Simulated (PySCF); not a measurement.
Species: C4H5Cl.
SMILES with atom numbers: `[CH3:1][C@H:2]1[CH:3]=[C:4]1[Cl:5]`

NICS is the negative of the GIAO shielding at a point without a nucleus: at the ring centre (0) and 1 Å above and below it (1); zz is the component along the ring normal. Level: GIAO PBE0/pcSseg-1 (PySCF, non-relativistic, gas phase) on the PBE0-D3(BJ)/def2-SVP geometry, one conformer.

Ring bond lengths (Å), with Mayer bond orders in brackets: C2–C3 1.524 (0.86), C3–C4 1.296 (1.67), C4–C2 1.484 (0.93).

**Question.** Give the NICS values of each ring in ppm.

**Answer.** 
```csv
ring,type,NICS(0),"NICS(1), two faces","NICS(1)zz, two faces",rms pucker (Å),"centre to ring atoms, mean (Å)"
C2–C3–C4,"3-membered carbocycle; formal bonds 1 double, 2 single",-29.1,-5.8 / -6.1,-11.0 / -13.1,0.00,0.83
```

**Question.** What do they say, and how far can they be read as aromaticity?

**Answer.** 
- C2–C3–C4: mean NICS(1)zz -12.1 ppm, shielded. C2 has four or more neighbours, and the NICS criterion for π rings isn't applied. NICS(0) lies 23 ppm below the mean NICS(1).

**Question.** How do the values depend on the level or the medium?

**Answer.** 
```tsv
level	NICS(0), C2–C3–C4	mean NICS(1)zz, C2–C3–C4
PBE0/pcSseg-1, gas	-29.1	-12.1
PBE0/pcSseg-2, gas	-29.3	-12.3
```

The geometry is the same throughout.

Time: 5.9 s wall. Hardware: one thread of an x86-64 server, on a shared host. This is the whole shielding run at PBE0/pcSseg-1, SCF included.
